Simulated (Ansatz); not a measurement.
A calculation with Ansatz (development build ahead of 0.2.0).

```yaml
crystal:
  periodic: [false, false, false]
  atoms:
    - { symbol: "N", position_ang: [-0.00243, -0.00857, 0.00455] }
    - { symbol: H, position_ang: [0.60229, 0.6004, 0.59643] }
    - { symbol: H, position_ang: [0.58944, -0.58584, -0.59476] }
    - { symbol: H, position_ang: [-0.60333, 0.59808, -0.5974] }
    - { symbol: H, position_ang: [-0.59324, -0.5847, 0.59275] }
basis:
  gaussian: { orbitals: cc-pVDZ }
total_charge: 1
hamiltonian:
  xc: hf
correlation:
  method: mp2
  frozen_orbitals: { H: 0, "N": 1 }
```

The input is written out in the form of the current development build from the run's settings.

The run gave:

* Converged: yes
* Reference energy: -56.54387 hartree
* Correlation energy: -0.18620 hartree
* Total energy: -56.73007 hartree
* Spin squared of the determinant: 0.000
